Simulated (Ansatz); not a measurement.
Saddle point of C2H10Si, singlet (C₂H₈Si (C[SiH2]C) + H₂ → CH₆Si ([CH3][SiH3]) + CH₄; bonds formed: Si1–H7, C2–H6; bonds broken: Si1–C2, H6–H7), PBE0-D4/def2-TZVP structure:

| atom | x (Å) | y (Å) | z (Å) |
| --- | --- | --- | --- |
| Si1 | -0.5490 | 0.2811 | 0.3217 |
| C2 | 0.6340 | -1.5375 | 0.5549 |
| H3 | -1.6016 | -0.7050 | -0.1586 |
| H4 | -1.1283 | 0.7635 | 1.6027 |
| C5 | -0.3803 | 1.3960 | -1.1686 |
| H6 | 0.9436 | -0.2349 | 0.7781 |
| H7 | 0.9643 | 0.8964 | 0.8830 |
| H8 | -0.0643 | -2.0613 | 1.2065 |
| H9 | 0.5449 | -1.8875 | -0.4734 |
| H10 | 1.6575 | -1.7292 | 0.9045 |
| H11 | 0.3561 | 0.9695 | -1.8565 |
| H12 | -0.0422 | 2.3964 | -0.8950 |
| H13 | -1.3345 | 1.4527 | -1.6995 |

Energies are electronic, without zero-point energy. Barriers and step energies count from the start structure reached by relaxing down the imaginary mode; all methods use the PBE0-D4 structures, on which another method's saddle can fall below an end. Program: Ansatz 0.2.0. Basis: def2-TZVPP, with def2-QZVPP for the basis limit. Cores are frozen in the correlated methods. B3LYP uses VWN-RPA correlation. Extrapolation: Hartree–Fock as exp(−7.88 √X), correlation as X^−2.97.

```
      method  barrier (kJ/mol)  step energy (kJ/mol)
       SPW92             231.3                 -25.3
      PBE-D4             265.0                 -26.2
     BLYP-D4             288.5                 -29.2
   r2SCAN-D4             279.1                 -27.2
      B97M-V                 ?                 -33.0
     PBE0-D4             280.1                 -28.6
    B3LYP-D4             298.4                 -31.7
  r2SCAN0-D4             289.4                 -29.0
    BHLYP-D4             316.6                 -35.4
CAM-B3LYP-D4             304.1                 -33.6
     wB97X-V                 ?                 -30.3
     wB97M-V             299.4                 -27.8
      B2PLYP             305.7                 -33.0
    PBE-QIDH             296.4                 -29.0
  RPA on PBE             306.3                 -32.2
          HF                 ?                 -47.6
         MP2             306.6                 -25.6
        CCSD             315.0                 -33.8
     CCSD(T)             306.9                 -30.6
```

(1) Fill in the withheld barriers. (To be estimated.)

T1 diagnostic: at most 0.011. The end structure is not quite a true minimum (one mode of 27i cm⁻¹).

Answers

(1) By the calculation: HF 364.9; B97M-V 280.6; wB97X-V 303.6 kJ/mol. Each is the energy of the saddle less that of the start structure, by the same method.

For comparison, the barrier by CCSD(T) at an estimated basis limit (MP2 extrapolated from triple and quadruple zeta, plus CCSD(T) − MP2 in triple zeta) is 304.7 kJ/mol.

Labels in which every atom is bracketed show which atoms are joined, not bond orders.

For scale, one of the runs: CCSD(T)/def2-TZVPP, 244 basis functions, launched by `ansatz run in.yaml --threads 4 --pin off --events-out ev --progress --plain --max-ram 9574MiB`. Hardware: 4 CPU threads of an Intel Xeon, shared host. Wall time 100 s; peak host memory 4.8 GiB.
